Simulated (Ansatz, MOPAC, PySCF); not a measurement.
Barrier height from CH4O (SMILES CO) + F− to the transition structure CH4FO, without zero-point energy, on the benchmark's geometries as Psi4's copy of the set gives them.
Transition structure (charge -1, multiplicity 1):
```xyz
7

F      0.023    -0.007     0.006
C     -0.018     0.005     1.765
H      1.048     0.005     1.854
H     -0.548     0.935     1.792
H     -0.549    -0.923     1.806
O      0.001     0.019     3.751
H     -0.927     0.032     3.998
```

Open shells are unrestricted; no spin–orbit coupling.

Rows in 3-21G, 6-31G* carry no dispersion term and start afresh at each structure (6-31G* with six Cartesian d functions). The state that PM6 reach isn't checked.

The values were computed with Ansatz (a first-principles code); MOPAC for PM6 (differences of heats of formation); PySCF for 3-21G rows, 6-31G* rows. Values without a source in brackets are computed.

Task: One of these levels gives 20.38 kcal/mol for the barrier height. Which?
A) HF/6-31G*
B) HF/3-21G
C) PM6
D) HF/cc-pVDZ

Result: C, PM6. The others give -4.95 (HF/3-21G), 13.54 (HF/6-31G*), 16.82 (HF/cc-pVDZ)
